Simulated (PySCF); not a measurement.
Consider `C/N=C/C=O` (C3H5NO). Atom numbers as in the mapped SMILES `[CH3:1]/[N:2]=[CH:3]/[CH:4]=[O:5]`.

Level of theory: PBE0-D3(BJ)/ma-def2-TZVP single points in PySCF, grid level 2; every species was optimised with PBE0-D3(BJ)/def2-SVP. The prefix ma- adds one diffuse s and one diffuse p function on all atoms but H. Thermal corrections: PBE0-D3(BJ)/def2-SVP frequencies, unscaled, ideal gas at 298.15 K and 1 bar, quasi-RRHO entropy.

(1) Rank these of its positions by gas-phase deprotonation enthalpy, most acidic first.
A. C4 (carbonyl-type carbon)
B. C3 (imine carbon)
C. C1 (methyl carbon)

(2) For C3 (imine carbon), what are ΔE (electronic) and ΔG(298 K) of the loss of the proton?

(3) Of those listed, which site of deprotonation is favoured in toluene (IEF-PCM), and by how much?

Answers

(1) C (1456 kJ/mol), B (1579 kJ/mol), A (1612 kJ/mol).

(2) ΔE = 1611 and ΔG = 1546 kJ/mol, beside ΔH = 1579 kJ/mol. The product is `CN=[C-]C=O`.

(3) C1 (methyl carbon), by 113 kJ/mol over C3 (imine carbon); the gas phase favours the same one.

Caveats: structures of the anions come from def2-SVP, which lacks diffuse functions; one E/Z form of each vinyl-type anion was tried, and another may lie lower.
